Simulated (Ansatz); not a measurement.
**BCl₂ radical: up Jacob's ladder to CCSD(T)**

An exercise on one series of results from a longer session: the logs are not shown, and one member is left open.

Method: functionals in def2-TZVPP, the program's frozen cores in correlated methods; program: Ansatz 0.2.0, Gaussian basis.

Plan: LDA (SPW92), PBE-D4, revPBE-D4, BLYP-D4, r2SCAN-D4, B97M-V, PBE0-D4, B3LYP-D4, r2SCANh-D4, r2SCAN0-D4, HSE06-D4, BHLYP-D4, CAM-B3LYP-D4, LC-ωPBE, ωB97X-V, ωB97M-V, B2PLYP, PBE-QIDH; CCSD(T)/def2-SVP; CCSD(T)/def2-TZVPP; CCSD(T)/def2-QZVPP; extrapolation to the limit; RPA on PBE.

## The geometry

All runs share one geometry, relaxed beforehand with PBE0-D4 in a triple-zeta def2 set.

SMILES `Cl[B]Cl`, 3 atoms, charge 0, spin multiplicity 2.

Atoms are counted from 1 here; the program's logs count them from 0.

Bond lengths: Cl1–B2 1.720 Å, B2–Cl3 1.720 Å. Angles: Cl1–B2–Cl3 125.4°.

The first run:

The input, in.yaml:

```yaml
crystal:
  periodic: [false, false, false]
  atoms:
    - {symbol: Cl, position_ang: [0.371479, -1.525645, 0.029984]}
    - {symbol: B, position_ang: [-0.463865, -0.050269, -0.256925]}
    - {symbol: Cl, position_ang: [0.081486, 1.511114, 0.213740]}
basis:
  gaussian: {orbitals: def2-TZVPP}
magnetization: {spin_polarized: true, initial_magnetization: 1}
hamiltonian: {xc: lda}
output: {orbitals: {seedname: orbitals}}
```

The run is started by

```console
$ ansatz run in.yaml --threads 2 --pin off --events-out ev --progress --plain --max-ram 32768MiB --backend cpu
```

Among the steps run: LDA; PBE-D4 (GGA); revPBE-D4 (GGA); BLYP-D4 (GGA); r2SCAN-D4 (meta-GGA); B97M-V (meta-GGA); B3LYP-D4 (hybrid); r2SCANh-D4 (hybrid); r2SCAN0-D4 (hybrid); HSE06-D4 (hybrid); BHLYP-D4 (hybrid); CAM-B3LYP-D4 (range-separated); LC-ωPBE (range-separated); ωB97X-V (range-separated); ωB97M-V (range-separated); B2PLYP (double hybrid); PBE-QIDH (double hybrid).

One table of the session follows, with a row left open; its other results are not shown here.

It belongs to the step «Orbital energies across the functionals». 

| functional | HOMO (eV) | LUMO (eV) | gap (eV) |
| --- | --- | --- | --- |
| LDA (SPW92) | -5.06 | -3.45 | 1.61 |
| PBE-D4 | -5.10 | -2.94 | 2.16 |
| revPBE-D4 | -5.08 | -2.84 | 2.24 |
| BLYP-D4 | -4.91 | -3.04 | 1.87 |
| r2SCAN-D4 | -5.53 | -2.75 | 2.78 |
| B97M-V | -5.17 | -3.00 | 2.17 |
| PBE0-D4 | -6.43 | -1.97 | 4.45 |
| B3LYP-D4 | -6.12 | -2.45 | 3.67 |
| r2SCANh-D4 | -6.01 | -2.40 | 3.61 |
| r2SCAN0-D4 | -6.73 | -1.87 | 4.86 |
| HSE06-D4 | -6.02 | -2.36 | 3.67 |
| BHLYP-D4 | -7.59 | -1.24 | 6.35 |
| CAM-B3LYP-D4 | -7.73 | -1.18 | 6.55 |
| LC-ωPBE | ? | ? | ? |
| ωB97X-V | -8.66 | -0.29 | 8.37 |
| ωB97M-V | -8.25 | -0.46 | 7.79 |

Q: Estimate the row for LC-ωPBE from the others.

As computed: HOMO (eV): -9.21; LUMO (eV): 0.34; gap (eV): 9.55. In the column «HOMO (eV)» it is the lowest.
